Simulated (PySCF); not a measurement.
Planning a shielding job on `O=S(C)(OC)=O`.

Method: GIAO PBE0/pcSseg-1 NMR shielding, non-relativistic, gas phase (PySCF 2.14.0, density-fitted response routines). Geometry: GFN2-xTB. Work: shieldings, charges and field gradients, density fitting. A driver script takes a list of jobs; this job's settings line and coordinates (Å) are shown.

Input:
```
{"job": {"kind": "nmr", "xc": "PBE0", "basis": "pcSseg-1"}, "charge": 0, "multiplicity": 1}
C      1.975009     0.061527     0.101676
O      0.651622     0.545062     0.229053
S     -0.446028    -0.508540    -0.330485
C     -1.906535     0.469771     0.022282
O     -0.413651    -1.687210     0.476841
O     -0.264807    -0.666092    -1.739106
H      2.082405    -0.869614     0.662435
H      2.635300     0.827141     0.504851
H      2.201046    -0.121777    -0.951081
H     -2.777181    -0.087986    -0.296336
H     -1.812352     1.393678    -0.529912
H     -1.923630     0.643356     1.088532
```

Hardware: one thread, x86-64 server, shared host.

The basis has 139 functions.

**Question.** Estimate the wall time.

**Answer.** About 9.9 s. The SCF took 14 cycles.

The SCF part of the output:
```
coarse grid: 10776 points
cycle   1  E = -702.7824118898  dE =  1.556e+00  |g| = 1.174e+00  |ddm| = 3.263e+00
cycle   2  E = -702.3247163598  dE =  4.577e-01  |g| = 1.991e+00  |ddm| = 2.251e+00
cycle   3  E = -703.0152520199  dE = -6.905e-01  |g| = 2.231e-01  |ddm| = 1.554e+00
cycle   4  E = -703.0237460371  dE = -8.494e-03  |g| = 9.029e-02  |ddm| = 2.097e-01
cycle   5  E = -703.0250327882  dE = -1.287e-03  |g| = 2.311e-02  |ddm| = 6.045e-02
cycle   6  E = -703.0251475682  dE = -1.148e-04  |g| = 4.049e-03  |ddm| = 1.809e-02
cycle   7  E = -703.0251510700  dE = -3.502e-06  |g| = 1.049e-03  |ddm| = 3.881e-03
final grid: 100024 points
cycle   8  E = -703.0945234202  dE = -1.888e-05  |g| = 1.234e-02  |ddm| = 2.121e-02
cycle   9  E = -703.0945003092  dE =  2.311e-05  |g| = 1.649e-02  |ddm| = 1.912e-02
cycle  10  E = -703.0945521195  dE = -5.181e-05  |g| = 1.723e-03  |ddm| = 1.144e-02
cycle  11  E = -703.0945526446  dE = -5.251e-07  |g| = 2.304e-04  |ddm| = 1.313e-03
cycle  12  E = -703.0945526503  dE = -5.689e-09  |g| = 1.563e-04  |ddm| = 2.402e-04
cycle  13  E = -703.0945526546  dE = -4.296e-09  |g| = 2.100e-05  |ddm| = 1.148e-04
cycle  14  E = -703.0945526547  dE = -8.595e-11  |g| = 5.207e-06  |ddm| = 1.743e-05
converged SCF energy = -703.0945526547
```

On the final grid dE counts from the start density on that grid.

Other jobs ran on the host; a repeat could differ by tens of per cent or more.
